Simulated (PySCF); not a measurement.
## Frontier orbitals and the lowest excitations

Compound: CH6NP.
SMILES with atom numbers: `[CH3:1][N:2]=[PH3:3]` (hydrogens: H4, H5, H6 on C1; H7, H8, H9 on P3)

Geometry (PBE0-D3(BJ)/def2-SVP, Å), atoms numbered from 1 in this order:
```
atom  x, y, z in Å
C1    -1.5527   -0.4913    0.0425
N2    -0.4115    0.0893   -0.6057
P3     1.0419    0.0684   -0.0495
H4    -1.4904   -1.5926    0.1662
H5    -2.4528   -0.3008   -0.5657
H6    -1.7648   -0.0729    1.0488
H7     1.7623   -1.1655    0.1633
H8     1.9120    0.7422   -0.9343
H9     1.3845    0.6883    1.2094
```

Theory: TDDFT CAM-B3LYP/def2-SVPD, vertical, gas phase, core orbitals frozen in the response (PySCF).

Frontier orbitals with the atoms that hold most of them (Löwdin shares over 4%, at most four atoms; ? is withheld):

```tsv
orbital	ε (eV)	atoms
LUMO+2	2.27	P3 44%, H9 13%, H7 13%, H8 12%
LUMO+1	1.28	P3 26%, H7 18%, H9 18%, N2 13%
LUMO	1.04	?
HOMO	?	?
HOMO-1	-8.28	N2 58%, C1 13%, P3 13%, H5 5%
HOMO-2	-12.12	C1 33%, H5 18%, P3 16%, N2 13%
HOMO-3	-12.45	C1 30%, P3 18%, H4 12%, H6 12%
```

Q: Give the leading atoms of the LUMO.

A: P3 (bonded to N and 3 H) 38%; H8 (bonded to P) 18%; H7 (bonded to P) 13%; H9 (bonded to P) 13%. By element: hydrogen 44% or more, phosphorus 38%.

Q: Give the leading atoms of the HOMO.

A: N2 (bonded to C and P) 54%; P3 (bonded to N and 3 H) 17%; C1 (bonded to N and 3 H) 11%; H7 (bonded to P) 4%.

Q: What is the HOMO energy, and the HOMO–LUMO gap?

A: ε(HOMO) = -7.58 eV; the gap is 8.62 eV (0.3166 hartree).

Q: The HOMO–LUMO gap is 8.62 eV. Where does the response calculation put the lowest singlet, and from which orbitals?

A: S1 is at 5.08 eV (f = 0.0036), 3.54 eV below the gap, made of HOMO→LUMO+1 (82%), HOMO→LUMO (14%). Its leading pair isn't HOMO and LUMO; the energies of that pair differ by 8.86 eV. 

Q: Give energy, strength and leading configuration of S1, S2, S3 and S5, and follow the Löwdin shares of the leading atoms from the occupied to the empty orbital.

A: 
- S1 (5.08 eV, f 0.0036), HOMO→LUMO+1 (82%): N2 54% → 13%, P3 17% → 26%, H7 4% → 18%
- S2 (5.60 eV, f 0.026), HOMO→LUMO (85%): N2 54% → at most 14%, P3 17% → 38%, H8 at most 5% → 18%
- S3 (5.95 eV, f 0.010), HOMO-1→LUMO+1 (75%): N2 58% → 13%, C1 13% → at most 14%, P3 13% → 26%, H7 at most 5% → 18%
- S5 (6.38 eV, f 0.018), HOMO-1→LUMO (77%): N2 58% → at most 14%, C1 13% → at most 14%, P3 13% → 38%, H8 at most 5% → 18%

Löwdin shares depend on the basis, the more so with diffuse functions.
